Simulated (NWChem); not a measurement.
All runs are NWChem calculations. System: phosphine (H3P), charge 0, spin multiplicity 1, at a geometry optimised with PBE0/def2-SVP. Level: EOM-CCSD/def2-SVPD, 5 core orbitals frozen.

The NWChem input:

```
start mol
memory heap 100 mb stack 700 mb global 1900 mb
geometry units angstroms nocenter noautoz
  P     -0.130235    -0.003352     0.000000
  H      0.666565    -0.580989     1.035668
  H      0.666565    -0.580989    -1.035668
  H      0.620396     1.212263     0.000000
  symmetry group Cs
end
basis spherical
  * library def2-svpd
end
scf
  rhf
  nopen 0
  maxiter 100
  thresh 1e-7
  semidirect memsize 60000000 filesize 0
end
tce
  freeze core 5
  ccsd
  nroots 2
  2eorb
  2emet 13
  thresh 1e-5
  maxiter 200
  tilesize 24
end
task tce energy
```

Output (cleaned and shortened):

```
             Northwest Computational Chemistry Package (NWChem) 7.3.0
             --------------------------------------------------------

                                NWChem Input Module
                                -------------------

 Scaling coordinates for geometry "geometry" by  1.889725989
 (inverse scale =  0.529177249)

 Turning off AUTOSYM since
 SYMMETRY directive was detected!

                             Geometry "geometry" -> ""
                             -------------------------

 Output coordinates in angstroms (scale by  1.889725989 to convert to a.u.)

  No.       Tag          Charge          X              Y              Z
 ---- ---------------- ---------- -------------- -------------- --------------
    1 P                   15.0000    -0.13023500    -0.00335200     0.00000000
    2 H                    1.0000     0.66656500    -0.58098900     1.03566800
    3 H                    1.0000     0.66656500    -0.58098900    -1.03566800
    4 H                    1.0000     0.62039600     1.21226300     0.00000000

 Effective nuclear repulsion energy (a.u.)      17.4340881334

            Nuclear Dipole moment (a.u.)
            ----------------------------
        X                 Y               Z
 ---------------- ---------------- ----------------
     0.0000018897     0.0000094486     0.0000000000

      Symmetry information
      --------------------

 Group name             Cs
 Group number              2
 Group order               2
 No. of unique centers     3

      Symmetry unique atoms

     1    2    4


 Summary of "ao basis" -> "" (spherical)
 ------------------------------------------------------------------------------
       Tag                 Description            Shells   Functions and Types
 ---------------- ------------------------------  ------  ---------------------
 *                         def2-svpd                  on all atoms

 Summary of "ao basis" -> "ao basis" (spherical)
 ------------------------------------------------------------------------------
       Tag                 Description            Shells   Functions and Types
[...]
   0.0557318388079   0.2826484676962    7.69126
   0.0410354290839   0.3799897143273   10.34005     0.1     0.1

 Iteration   4 using    8 trial vectors
   0.0274273467620   0.2801722058033    7.62388
   0.0292100268511   0.3781588234118   10.29023     0.1     0.1

 Iteration   5 using   10 trial vectors
   0.0134694730527   0.2793482636895    7.60146
   0.0272793548993   0.3766126726577   10.24816     0.1     0.1

 Iteration   6 using   12 trial vectors
   0.0064701470622   0.2791379432320    7.59573
   0.0266278744594   0.3754736257274   10.21716     0.1     0.1

 Iteration   7 using   14 trial vectors
   0.0033626451213   0.2791402639835    7.59580
   0.0249051100053   0.3743696735688   10.18712     0.1     0.1

 Iteration   8 using   16 trial vectors
   0.0012973524537   0.2791408176711    7.59581
   0.0159163587252   0.3736841717161   10.16847     0.1     0.1

 Iteration   9 using   18 trial vectors
   0.0004742110036   0.2791423086843    7.59585
   0.0081801179735   0.3734396011793   10.16181     0.1     0.1

 Iteration  10 using   20 trial vectors
   0.0001962664076   0.2791421976594    7.59585
   0.0037959844909   0.3733875517720   10.16040     0.1     0.1

 Iteration  11 using   22 trial vectors
   0.0001148172515   0.2791415489453    7.59583
   0.0018268586467   0.3733810831645   10.16022     0.1     0.1

 Iteration  12 using   24 trial vectors
   0.0000609678625   0.2791414916080    7.59583
   0.0011684096953   0.3733810177400   10.16022     0.1     0.1

 Iteration  13 using   26 trial vectors
   0.0000237923595   0.2791416433571    7.59583
   0.0008765133779   0.3733787717002   10.16016     0.1     0.1

 Iteration  14 using   28 trial vectors
   0.0000081596025   0.2791415966142    7.59583
   0.0005090699459   0.3733784723849   10.16015     0.1     0.1

 Iteration  15 using   29 trial vectors
   0.0000058526098   0.2791415961776    7.59583
   0.0002436326325   0.3733771325658   10.16011     0.1     0.1

 Iteration  16 using   30 trial vectors
   0.0000051343691   0.2791415849568    7.59583
   0.0001152875413   0.3733778843766   10.16013     0.1     0.1

 Iteration  17 using   31 trial vectors
   0.0000049992987   0.2791415747474    7.59583
   0.0000584755869   0.3733783335615   10.16015     0.1     0.1

 Iteration  18 using   32 trial vectors
   0.0000047908597   0.2791415767756    7.59583
   0.0000280108265   0.3733781086544   10.16014     0.1     0.1

 Iteration  19 using   33 trial vectors
   0.0000047570327   0.2791415749896    7.59583
   0.0000127871635   0.3733780787276   10.16014     0.1     0.1

 Iteration  20 using   34 trial vectors
   0.0000047082752   0.2791415719288    7.59583
   0.0000068203206   0.3733780618451   10.16014     0.1     0.1
 --------------------------------------------------------------
 Iterations converged
 ------------------

 Excited state root  1
 Excitation energy / hartree =        0.279141571928811
                   / eV      =        7.595831881731515
 largest EOMCCSD amplitudes: R1 and R2

 Singles contributions
    12a'  (alpha) ---     8a"  (alpha)        0.1087669612
    11a"  (alpha) ---     7a'  (alpha)        0.1087691841
    11a"  (alpha) ---     9a'  (alpha)        0.8949871318
    14a"  (alpha) ---     9a'  (alpha)        0.1220869111
    20a"  (alpha) ---     9a'  (alpha)       -0.1507618812

 Doubles contributions
 ------------------

 Excited state root  2
 Excitation energy / hartree =        0.373378061845080
                   / eV      =       10.160138335916775
 largest EOMCCSD amplitudes: R1 and R2

 Singles contributions
    12a'  (alpha) ---     8a"  (alpha)        0.2104462809
    11a"  (alpha) ---     7a'  (alpha)        0.2104498606
    14a"  (alpha) ---     9a'  (alpha)       -0.7943399026
    17a"  (alpha) ---     9a'  (alpha)        0.3677945915

 Doubles contributions

 Task  times  cpu:        4.8s     wall:        4.8s

 Total times  cpu:        4.8s     wall:        4.8s
```
